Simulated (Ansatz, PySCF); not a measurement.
Cl₂, SMILES ClCl. Atoms are numbered in the order given.

```xyz
2

Cl     0.0000     0.0000    -1.0054
Cl     0.0000     0.0000     1.0054
```
Charge 0, spin multiplicity 1.

The structure is a stationary point at B3LYP-D3(BJ)/def2-TZVPD.

Two levels are set side by side: PBE-D3(BJ)/def2-TZVPD (Ansatz, an electronic-structure program) and B3LYP-D3(BJ)/def2-TZVPD (Ansatz). Each level has its own optimised geometry; the coordinates shown are those of the second. Frequencies come from the Hessian of PySCF at each geometry. Differences are taken from unrounded values.

```
quantity                            B3LYP-D3(BJ)  PBE-D3(BJ)  PBE-D3(BJ) minus B3LYP-D3(BJ)
----------------------------------  ------------  ----------  -----------------------------
bond Cl1–Cl2 (Å)                           2.011       2.006                         -0.005
highest harmonic wavenumber (cm⁻¹)           540         539                             -1
mean harmonic wavenumber (cm⁻¹)              540         539                             -1
zero-point energy (kcal/mol)                0.77        0.77                           0.00
```

On these quantities the two levels nearly agree.
